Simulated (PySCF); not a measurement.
Working out the ionisation energy of Ar

Ar [Ar] (1S) → Ar⁺ [Ne] 3s2 3p5 (2P). Computed with PySCF 2.14 in 6-31G* (4s3p1d, 18 functions), with the non-relativistic Hamiltonian (point nucleus). Frozen: [Ne]. Energies in hartree (1 hartree = 27.21139 eV):

```
            part   Ar (lower)  Ar⁺ (upper)
             UHF  -526.772151  -526.233445
CCSD correlation    -0.147195    -0.126767
             (T)    -0.001543    -0.001241
```

Problem. What does Hartree-Fock give?

Solution. (-526.233445) − (-526.772151) = 0.538706 hartree = 14.659 eV.

Problem. What do CCSD and CCSD(T) give?

Solution. The CCSD correlation energies differ by 0.020428 hartree = 0.556 eV and the triples by 0.000302 hartree = 0.008 eV, so CCSD gives 15.215 eV and CCSD(T) 15.223 eV.

Measured between the centres of the two terms (NIST): 15.819 eV, so CCSD(T) (valence) is off by -0.596 eV.

What remains against the reference includes basis incompleteness, the frozen core and higher excitations.
